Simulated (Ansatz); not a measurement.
# One shape, several levels: BHF2 (SMILES FBF)

We compute a comparison of 6 runs (BHLYP/STO-3G, BLYP/STO-3G, revPBE/STO-3G, RPA@PBE/STO-3G, UMP2/STO-3G, UCCSD(T)/STO-3G) of BHF2. 

The calculation is run with Ansatz 0.2.0.

54 further runs of the same task are left out: 1 that didn't finish, 53 set aside as unsound or not needed.

**1. The structure to begin with**

BHF2: 4 atoms, total charge 0, spin state singlet. As SMILES, `FBF`. The F3–B2 distance was set to 1.970 Å, away from the relaxed value.

Bond lengths: F1–B2 1.313 Å, B2–H4 1.191 Å. Angles: F1–B2–H4 121.0°. A long bond or contact: B2–F3 1.970 Å.

**2. The energy at BHLYP/STO-3G (run 1)**

Contents of molecule.yaml:

```yaml
crystal:
  periodic: [false, false, false]
  atoms:
    - symbol: F
      position_ang: [1.701014, 0.177069, -0.129865]
    - symbol: B
      position_ang: [0.544814, -0.310831, 0.257235]
    - symbol: F
      position_ang: [-1.095400, 0.528700, -0.438900]
    - symbol: H
      position_ang: [0.489714, -1.234431, 1.007635]
basis:
  gaussian: {orbitals: STO-3G}
hamiltonian: {xc: {name: BHLYP}}
accuracy: high
```

Command:

```console
$ ansatz run molecule.yaml --threads 1 --pin off --max-ram 2610MiB --events-out events.jsonl --progress --plain --runs-dir runs
```

Log:

```text
Warning: RAYON_NUM_THREADS=1 ignored (pool sized by the plan → 1); use --threads N
Functional definition: BHLYP
  name "BHLYP"
  parameter a = 0.5
  exchange = (1 - a)*b88_x + a*exact_x
  correlation = lyp_c
267 factors; integrals over basis functions are off by at most 3.8e-8 eV
mean field evaluation 1: about -6030.9064 eV, gradient 2.7e1 eV
mean field evaluation 2: about -5974.3657 eV, gradient 1.3e2 eV
mean field evaluation 4: about -6035.4854 eV, gradient 3.0e0 eV
mean field evaluation 8: about -6035.5317 eV, gradient 4.2e-2 eV
mean field evaluation 16: about -6035.5317 eV, gradient 2.1e-6 eV
mean field -6035.53174129 eV, -221.8017004621 hartree, gradient 2.5e-8 eV, S^2 0.000000; 0 other end points of the search recorded, 0 dependent functions left out
reference -6035.53175481 eV, -221.8017009590 hartree; 12, 12 occupied and 4, 4 virtual orbitals, 267 factors
Total energy: -6035.53175481 eV, -221.8017009590 hartree
```

Wall time 0.52 s (1 thread of Intel Xeon Platinum 8488C (Sapphire Rapids), shared host); peak memory 0.11 GiB.

**3. A single-point energy at BLYP/STO-3G (run 2)**

Contents of job.yaml:

```yaml
crystal:
  periodic: [false, false, false]
  atoms:
    - symbol: F
      position_ang: [1.701014, 0.177069, -0.129865]
    - symbol: B
      position_ang: [0.544814, -0.310831, 0.257235]
    - symbol: F
      position_ang: [-1.095400, 0.528700, -0.438900]
    - symbol: H
      position_ang: [0.489714, -1.234431, 1.007635]
basis:
  gaussian:
    orbitals: STO-3G
hamiltonian:
  xc: {name: BLYP}
accuracy: high
```

Command:

```console
$ ansatz run job.yaml --threads 1 --pin off --max-ram 2610MiB --events-out events.jsonl --progress --plain --runs-dir runs
```

Log:

```text
Warning: RAYON_NUM_THREADS=1 ignored (pool sized by the plan → 1); use --threads N
Functional definition: BLYP
  name "BLYP"
  parameter beta = 0.0042
  parameter a = 0.04918
  parameter b = 0.132
  parameter c = 0.2533
  parameter d = 0.349
  exchange = b88_x(beta = beta)
  correlation = lyp_c(a = a, b = b, c = c, d = d)
267 factors; integrals over basis functions are off by at most 3.8e-8 eV
mean field evaluation 1: about -6033.8426 eV, gradient 2.2e1 eV
mean field evaluation 2: about -5927.2612 eV, gradient 1.4e2 eV
mean field evaluation 4: about -6035.9933 eV, gradient 7.5e0 eV
mean field evaluation 8: about -6036.1565 eV, gradient 2.4e-2 eV
mean field evaluation 16: about -6036.0808 eV, gradient 8.0e-7 eV
mean field -6036.08083710 eV, -221.8218793608 hartree, gradient 1.0e-8 eV, S^2 0.000000; 0 other end points of the search recorded, 0 dependent functions left out
reference -6036.08086421 eV, -221.8218803573 hartree; 12, 12 occupied and 4, 4 virtual orbitals, 267 factors
Total energy: -6036.08086421 eV, -221.8218803573 hartree
```

Run time: 0.56 s. Hardware: 1 thread of Intel Xeon Platinum 8488C (Sapphire Rapids), shared host.

Runs 3 to 5 aren't shown in full; the table further down has their settings and results.

**4. The energy at UCCSD(T)/STO-3G (run 6)**

Contents of job.yaml:

```yaml
crystal:
  periodic: [false, false, false]
  atoms:
    - {symbol: F, position_ang: [1.701014, 0.177069, -0.129865]}
    - {symbol: B, position_ang: [0.544814, -0.310831, 0.257235]}
    - {symbol: F, position_ang: [-1.095400, 0.528700, -0.438900]}
    - {symbol: H, position_ang: [0.489714, -1.234431, 1.007635]}
basis:
  gaussian:
    orbitals: STO-3G
correlation:
  method: ccsd_t
  frozen_orbitals: {B: 1, F: 1, H: 0}
accuracy: high
magnetization:
  spin_polarized: true
scf:
  omitted_lower_state_checks: [cluster_reference, increment]
```

Command:

```console
$ ansatz run job.yaml --threads 1 --pin off --max-ram 2610MiB --events-out events.jsonl --progress --plain --runs-dir runs
```

Log:

```text
Warning: RAYON_NUM_THREADS=1 ignored (pool sized by the plan → 1); use --threads N
[... 14 lines left out ...]
3 core orbitals not correlated: weight in the atoms' cores, before any rotation towards them, 1.000 or more for the frozen orbitals, at most 0.000 for the correlated occupied ones
[... 38 lines left out ...]
Total energy: -6016.24642530 eV, -221.0929781716 hartree
Checks for a lower state left out: cluster_reference, increment
```

Wall time 0.34 s (1 thread of Intel Xeon Platinum 8488C (Sapphire Rapids), shared host).

**5. The series**

```tsv
run	level	frozen core orbitals	energy (Eh)	wall time
1	BHLYP/STO-3G	–	-221.801701	0.52 s
2	BLYP/STO-3G	–	-221.821880	0.56 s
3	revPBE/STO-3G	–	-221.836550	0.54 s
4	RPA@PBE/STO-3G	3	-221.154161	0.8 s
5	UMP2/STO-3G	3	-221.032630	0.2 s
6	UCCSD(T)/STO-3G	3	-221.092978	0.34 s
```

**6. Results**

| quantity | value |
| --- | --- |
| run 6: total energy | -221.09298 Eh |
| run 6: correlation energy (3 core orbitals frozen) | -123.3 mEh |
| run 6: (T) correction | -6.76 mEh |
| run 6: ⟨S²⟩ of the reference determinant | 0.542 |
| run 6: T1 diagnostic | 0.068 |

What this shows: Totals of different functionals can't be ranked against each other. In runs 1, 2, 3, 4, 5, 6 the basis is minimal, so the values are rough. Spin contamination of the reference: run 5 ⟨S²⟩ = 0.54, run 6 ⟨S²⟩ = 0.54. All runs together took 3 s, the longest 0.8 s.
